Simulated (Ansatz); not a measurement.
Reaction (SMILES): O (H2O) → 2 H atom + O atom
B3LYP-D3(BJ)/def2-TZVP geometries, fixed; electronic energies without zero-point terms.
Largest species:
```xyz
3

O      0.0070     0.0013     0.1167
H     -0.0500     0.7593    -0.4742
H     -0.0062    -0.7700    -0.4592
```

Basis-set convergence of the atomisation energy at CCSD(T) with Ansatz (a program for electronic structure). All functions are spherical. Cores are frozen. Open shells are unrestricted. No added dispersion term, no relativity. Functions are those of the species that has most. Reference: Hartree-Fock in aug-cc-pVQZ plus the correlation part extrapolated as X^-3 from aug-cc-pVTZ and aug-cc-pVQZ, 233.08 kcal/mol, itself unsure by roughly 0.74 kcal/mol (a third of the extrapolation step and of the last Hartree-Fock step). Deviations are taken from unrounded values.

```tsv
basis	functions	atomisation energy (kcal/mol)	minus reference (kcal/mol)
6-31G	13	178.86	-54.22
pcseg-1	24	211.76	-21.33
6-311+G**	34	218.70	-14.38
def2-SVPD	39	222.09	-10.99
aug-cc-pVTZ	92	228.22	-4.86
aug-pcseg-2	92	228.13	-4.95
pcseg-3	126	231.21	-1.87
def2-QZVPPD	132	230.83	-2.26
aug-pcseg-3	183	231.38	-1.70
```
